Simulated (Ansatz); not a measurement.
What does this script print? It uses Ansatz 0.2.0 through its Python package.

Script `c4h6f2.py`:
```python
'''Conformer energies of C4H6F2.'''

import ansatz as az
from rdkit import Chem
from rdkit.Chem import AllChem

BASIS = 'def2-SVP'
XC = 'r2scan'


def main() -> None:
    rd = Chem.AddHs(Chem.MolFromSmiles('C=CC(F)CF'))
    ids = list(AllChem.EmbedMultipleConfs(rd, numConfs=20, randomSeed=927, pruneRmsThresh=0.4))
    field = [energy for _, energy in AllChem.MMFFOptimizeMoleculeConfs(rd)]
    distinct = {round(e, 2): i for i, e in zip(ids, field)}
    chosen = sorted(distinct.items())[:3]
    found = []
    for force_field, index in chosen:
        geometry = az.Crystal.molecule()
        for atom, xyz in zip(rd.GetAtoms(), rd.GetConformer(index).GetPositions()):
            geometry = geometry.atom(atom.GetSymbol(), xyz.round(5).tolist())
        model = geometry.calculation().basis(gaussian=BASIS).functional(XC)
        found.append(model.run(threads=1).report['free_energy_ev'])
    print('conformer   MMFF (kcal/mol)   this level (eV)')
    for (force_field, index), e in zip(chosen, found):
        print(f'{index:9d} {force_field - chosen[0][0]:17.2f} {(e - min(found)):17.3f}')


if __name__ == '__main__':
    main()
```

```console
$ python c4h6f2.py
conformer   MMFF (kcal/mol)   this level (eV)
        9              0.00             0.000
        8              0.88             0.051
        2              1.41             0.071
```

Reading the output:
- The settings weren't tested for convergence.
- The conformers keep their force-field geometries.
- Run time: 17 s on 1 thread of Intel(R) Xeon(R) Platinum 8259CL CPU @ 2.50GHz (Skylake/Cascade Lake), with other jobs on the host, peak memory 0.29 GiB.

(Lines on the test bed's own set-up are left out of the output.)
